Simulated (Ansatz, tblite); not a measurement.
**The cluster Li4H4: a ladder of methods and basis sets**

An exercise on one series of results from a longer session: the logs are not shown, and one member is left open.

Computed with Ansatz 0.2.0, Gaussian basis. Level: as each input shows.

The runs, in order: GFN1-xTB, GFN2-xTB, PBE-D4/def2-TZVP, r2SCAN-D4/def2-TZVP, B3LYP-D4/def2-TZVP, BHLYP-D4/def2-TZVP, r2SCANh-D4/def2-TZVP, B97M-V/def2-TZVP, BLYP-D4/def2-TZVP, LC-ωPBE/def2-TZVP, ωB97M-V/def2-TZVP, PBE-D4/def2-SVP, PBE0-D4/def2-SVP, HF/STO-3G, PBE0-D4/def2-TZVPD, PBE-D4/def2-TZVPD, r2SCAN-D4/def2-TZVPD, CCSD(T)/def2-TZVPP, MP2/def2-TZVP, RPA/def2-TZVP, CCSD(T)/def2-TZVPD.

## The geometry

The geometry is that of the singlet, from an earlier relaxation (r2SCAN-D4/def2-TZVP). At that level it is the lowest of the isomers that a small search found.

8 atoms, charge 0, spin multiplicity 1.

Bond lengths: Li1–Li2 2.504 Å, Li1–Li3 2.504 Å, Li1–Li4 2.504 Å, Li1–H5 1.832 Å, Li1–H6 1.832 Å, Li1–H7 1.832 Å, Li2–Li3 2.504 Å, Li2–Li4 2.504 Å, Li2–H6 1.832 Å, Li2–H7 1.832 Å, Li2–H8 1.832 Å, Li3–Li4 2.504 Å, Li3–H5 1.832 Å, Li3–H7 1.832 Å, Li3–H8 1.832 Å, Li4–H5 1.832 Å, Li4–H6 1.832 Å, Li4–H8 1.832 Å. Angles: Li2–Li1–Li3 60.0°, Li2–Li1–Li4 60.0°, Li2–Li1–H5 92.6°, Li2–Li1–H6 46.9°, Li2–Li1–H7 46.9°, Li3–Li1–Li4 60.0°, Li3–Li1–H5 46.9°, Li3–Li1–H6 92.6°, Li3–Li1–H7 46.9°, Li4–Li1–H5 46.9°, Li4–Li1–H6 46.9°, Li4–Li1–H7 92.6°, H5–Li1–H6 93.7°, H5–Li1–H7 93.7°, H6–Li1–H7 93.7°, Li1–Li2–Li3 60.0°, Li1–Li2–Li4 60.0°, Li1–Li2–H6 46.9° and more.

PBE0-D4/def2-TZVP was run before; its log isn't repeated, and its numbers join the tables.

Set-up of the first run:

Tight binding, by tblite at 300 K electronic temperature and without a spin-polarisation term:

```python
tblite.interface.Calculator('GFN1-xTB', numbers, positions, charge=0, uhf=0).singlepoint()
```

Tight binding, by tblite at 300 K electronic temperature and without a spin-polarisation term:

```python
tblite.interface.Calculator('GFN2-xTB', numbers, positions, charge=0, uhf=0).singlepoint()
```

start.molden holds the orbitals of an earlier run on this state, given as this run's starting guess.

Input file in.yaml:

```yaml
crystal:
  periodic: [false, false, false]
  atoms:
    - {symbol: Li, position_ang: [-0.355877, 0.772526, 1.275951]}
    - {symbol: Li, position_ang: [0.701644, -1.310918, 0.375064]}
    - {symbol: Li, position_ang: [0.935416, 0.850236, -0.868154]}
    - {symbol: Li, position_ang: [-1.281198, -0.311838, -0.782868]}
    - {symbol: H, position_ang: [-0.748961, 1.399179, -0.400318]}
    - {symbol: H, position_ang: [-0.998387, -0.907484, 0.926615]}
    - {symbol: H, position_ang: [1.367413, 0.332736, 0.835630]}
    - {symbol: H, position_ang: [0.379949, -0.824438, -1.361908]}
basis:
  gaussian: {orbitals: def2-TZVP, initial_orbitals: start.molden}
hamiltonian: {xc: pbe, dispersion: d4}
scf: {omitted_lower_state_checks: [starts]}
output: {forces: true, orbitals: {seedname: orbitals}}
```

Launch:

```
ansatz run in.yaml --threads 2 --pin off --events-out ev --progress --plain --max-ram 4352MiB
```

Steps of the session up to this table: PBE-D4/def2-TZVP; r2SCAN-D4/def2-TZVP; B3LYP-D4/def2-TZVP; BHLYP-D4/def2-TZVP; r2SCANh-D4/def2-TZVP; B97M-V/def2-TZVP; BLYP-D4/def2-TZVP; LC-ωPBE/def2-TZVP; ωB97M-V/def2-TZVP; PBE-D4/def2-SVP; PBE0-D4/def2-SVP; HF/STO-3G; PBE0-D4/def2-TZVPD; PBE-D4/def2-TZVPD; r2SCAN-D4/def2-TZVPD; CCSD(T)/def2-TZVPP; MP2/def2-TZVP; RPA/def2-TZVP; CCSD(T)/def2-TZVPD.

One of the session's tables, all rows but one given; the rest of the session is left out.

| level | HOMO (eV) | LUMO (eV) | gap (eV) |
| --- | --- | --- | --- |
| HF/STO-3G | -8.75 | 3.32 | 12.07 |
| PBE-D4/def2-SVP | ? | ? | ? |
| PBE-D4/def2-TZVP | -5.31 | -0.80 | 4.51 |
| PBE-D4/def2-TZVPD | -5.24 | -0.88 | 4.36 |
| BLYP-D4/def2-TZVP | -5.20 | -0.74 | 4.46 |
| r2SCAN-D4/def2-TZVP | -5.53 | -0.09 | 5.43 |
| r2SCAN-D4/def2-TZVPD | -5.43 | -0.22 | 5.21 |
| B97M-V/def2-TZVP | -5.68 | -0.62 | 5.06 |
| r2SCANh-D4/def2-TZVP | -5.96 | 0.02 | 5.98 |
| B3LYP-D4/def2-TZVP | -6.28 | -0.45 | 5.82 |
| PBE0-D4/def2-SVP | -6.34 | -0.36 | 5.98 |
| PBE0-D4/def2-TZVP | -6.46 | -0.26 | 6.19 |
| PBE0-D4/def2-TZVPD | -6.38 | -0.40 | 5.98 |
| BHLYP-D4/def2-TZVP | -7.56 | 0.15 | 7.71 |
| LC-ωPBE/def2-TZVP | -9.21 | 1.05 | 10.26 |
| ωB97M-V/def2-TZVP | -8.64 | 0.51 | 9.14 |

**Question.** Estimate the row for PBE-D4/def2-SVP.

As computed: HOMO (eV): -5.17; LUMO (eV): -0.87; gap (eV): 4.30. In the column «HOMO (eV)» it is the highest.
